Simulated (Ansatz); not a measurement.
Cartesian coordinates (Å):
```xyz
12

C     -1.1413    -1.0390     0.0492
C     -0.1591    -0.1448     0.0069
C      1.2713    -0.5223     0.2266
C     -0.4126     1.3041    -0.2637
H     -2.1748    -0.7524    -0.1119
H     -0.9442    -2.0871     0.2464
H      1.6917     0.0275     1.0754
H      1.8800    -0.2609    -0.6455
H      1.3841    -1.5900     0.4179
H      0.1331     1.6338    -1.1541
H     -0.0552     1.9222     0.5668
H     -1.4731     1.5090    -0.4141
```
Charge 0, multiplicity 1.

Level of theory: frozen-core CCSD(T)/cc-pVTZ // PBE0-D3(BJ)/def2-TZVP run with Ansatz (a quantum-chemistry and plane-wave program).

```json
{
 "HF energy": "-156.16842 Ha",
 "MP2 correlation energy": "-0.68538 Ha"
}
```

Question: Estimate the CCSD correlation energy, the (T) correction, the total energy and the T1 diagnostic.

Answer: 
```
Item                            Result
-----------------------  -------------
CCSD correlation energy    -0.72838 Ha
(T) correction             -0.03026 Ha
CCSD(T) total energy     -156.92705 Ha
T1 diagnostic                    0.010
```
